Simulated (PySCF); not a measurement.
## Reproducing measurements on chlorofluoromethane

**Experimental background.**

From NIST CCCBDB Release 22 (SRD 101), experimental dipoles, for the gas: dipole moment (dielectric constant against temperature) 1.82 D.

NIST CCCBDB Release 22 (SRD 101), experimental polarizabilities lists, for the gas: mean polarisability 4.509 Å³.

The runs below try to reproduce these values; the comparison stands at the end.

Chlorofluoromethane, CH2ClF.
SMILES with atom numbers: `[F:1][CH2:2][Cl:3]` (hydrogens: H4, H5 on C2)

Geometry (GFN2-xTB, Å), atoms numbered from 1 in this order:
```xyz
5
CH2ClF angstrom
F     -0.7642    1.0997   -0.1253
C     -0.1100   -0.0737    0.0083
Cl     1.6443    0.1979   -0.0629
H     -0.3617   -0.4971    0.9844
H     -0.3998   -0.7239   -0.8217
```

Runs made with PySCF (gas phase, on this GFN2-xTB geometry; no spin–orbit coupling):

| level | job | basis functions |
| --- | --- | --- |
| PBE0/pcSseg-1 | shieldings, charges and field gradients | 68 |
| WP04/Sadlej pVTZ | shieldings | 98 |
| PBE0/def2-SVPD | 6 singlets by full TDDFT, 2 Tamm–Dancoff triplets, polarisability, density and orbital grids written | 86 |

## Comparison

**Dipole moment.** Measured: 1.82 D (NIST CCCBDB Release 22 (SRD 101), experimental dipoles).

```csv
level,computed (D),computed − measured (D),% (from the printed values)
PBE0/pcSseg-1,1.99,+0.17,+9
WP04/Sadlej pVTZ,1.84,+0.02,+1
PBE0/def2-SVPD,1.85,+0.03,+2
```

Closest is WP04/Sadlej pVTZ (+0.02 D), furthest PBE0/pcSseg-1 (+0.17 D); one molecule doesn't rank methods. All 3 levels lie above the measurement. The computed dipoles belong to one fixed geometry; measured ones are averaged over vibrations unless marked μe. Magnitudes are compared, not signs.

**Mean polarisability.** Measured: 4.509 Å³ (NIST CCCBDB Release 22 (SRD 101), experimental polarizabilities).

| level | computed (Å³) | computed − measured (Å³) | % (from the printed values) |
| --- | --- | --- | --- |
| PBE0/def2-SVPD | 4.426 | -0.083 | -2 |

The computed values are static and purely electronic, with core orbitals frozen in the response (1 au = 0.148185 Å³). The table of measured values doesn't say here whether a value is static or optical, or holds a vibrational part.

No measured geometry was used, and the causes of the misses weren't examined.
